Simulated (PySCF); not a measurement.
Compound: phosphaethyne, CHP.
Z-matrix (Å and degrees, PBE0-D3(BJ)/def2-SVP geometry), rows numbered from 1:
```
C 
P   1  1.5403
H   1  1.0838  2  179.98
```

Computed with core-valence-separated Tamm–Dancoff BHandHLYP/aug-pcX-1 (pcseg-1 on H, def2-SVPD on P) in PySCF, non-relativistic, gas phase, PBE0-D3(BJ)/def2-SVP geometry. No empirical shift is added; at this level the pattern usually sits a few eV under experiment.

Problem. Give energies, oscillator strengths and core holes at the C K edge.

Solution. 
```json
{"E (eV)": "282.35", "f": "0.1268", "core hole on": "C1", "main final orbital": "LUMO/LUMO+1 (2 roots, f summed)", "polarisation": "across the axis"}
{"E (eV)": "286.81", "f": "0.0114", "core hole on": "C1", "main final orbital": "LUMO+2 (81 %)", "polarisation": "along the axis"}
{"E (eV)": "287.78", "f": "0.0053", "core hole on": "C1", "main final orbital": "LUMO+3 (81 %)", "polarisation": "along the axis"}
{"E (eV)": "288.47", "f": "0.0124", "core hole on": "C1", "main final orbital": "LUMO+4/LUMO+5 (2 roots, f summed)", "polarisation": "across the axis"}
{"E (eV)": "289.00", "f": "0.0133", "core hole on": "C1", "main final orbital": "LUMO+6 (83 %)", "polarisation": "along the axis"}
```

The first line with a tenth or more of the strongest one's intensity is at 282.35 eV (f = 0.127, sum of 2), with the hole on C1 (triply bonded carbon), polarised across the axis: a 1s→π* resonance. It is also the strongest listed.

Roots within 0.03 eV whose holes lie on the same, on equivalent or on shared atoms are summed into one line, and the highest roots are left out, as the search may have cut off their partners. Final orbitals are the ground state's empty Kohn–Sham orbitals.

Problem. What is the summed oscillator strength of the listed C K lines, and their intensity-weighted mean energy?

Solution. Σf = 0.169 over 5 lines from 282.35 to 289.00 eV; the weighted mean is 283.80 eV. The strongest line holds 75 % of the sum.

The ionisation thresholds weren't computed; near and above them a finite basis only mimics Rydberg series and continuum.
